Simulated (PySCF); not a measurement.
This PySCF input asks for the NMR shieldings of `O`, H$_{2}$O; the geometry comes from GFN2-xTB.

```python
import basis_set_exchange as bse
import numpy as np
from pyscf import gto, dft
from pyscf.prop import nmr

atoms = """
O     0.004291    0.378521   -0.002555
H    -0.768585   -0.189524   -0.011120
H     0.775774   -0.191535    0.001121
"""
names = dict.fromkeys(["O", "H"], "pcSseg-1")
basis = {el: gto.basis.parse(bse.get_basis(n, elements=[el], fmt="nwchem")) for el, n in names.items()}
mol = gto.M(atom=atoms, basis=basis, charge=0, verbose=0)
mf = dft.RKS(mol, xc="PBE0")
mf.grids.level = 2
mf.grids.alignment = dft.numint.BLKSIZE   # the property module wants whole blocks of grid points
mf.conv_tol = 1e-9
mf.kernel()

calc = nmr.RKS(mf)   # GIAO
C = mf.mo_coeff
Co = C[:, mf.mo_occ > 0]
resp = mf.gen_response(singlet=True, hermi=2)
def vind(x):   # induced exchange potential for any number of trial vectors
    d = np.einsum("pi,xij,qj->xpq", C, 2 * x.reshape(-1, C.shape[1], Co.shape[1]), Co, optimize=True)
    return np.einsum("xpq,pi,qj->xij", resp(d - d.transpose(0, 2, 1)), C, Co, optimize=True).ravel()
mo1, _ = nmr.rhf.solve_mo1(calc, with_cphf=vind)
sigma = calc.kernel(mo1)
for i, s in enumerate(sigma):   # ppm
    w = np.linalg.eigvalsh((s + s.T) / 2)
    print("%2d %-2s iso %8.1f  s11 %8.1f  s22 %8.1f  s33 %8.1f" % (i, mol.atom_pure_symbol(i), w.mean(), *w))
```

Task: Give the expected output.

Result: 
```
 0 O  iso    336.1  s11    311.4  s22    340.2  s33    356.6
 1 H  iso     30.9  s11     23.6  s22     25.1  s33     43.9
 2 H  iso     30.9  s11     23.6  s22     25.1  s33     43.9
```

These numbers come from an equivalent density-fitted implementation of the same equations, which agrees with the script to about 0.01 ppm for H and up to a few tenths of a ppm for heavy atoms, so last digits may differ.

Size and cost of the density-fitted run: 27 basis functions, roughly 0.8 core-seconds.
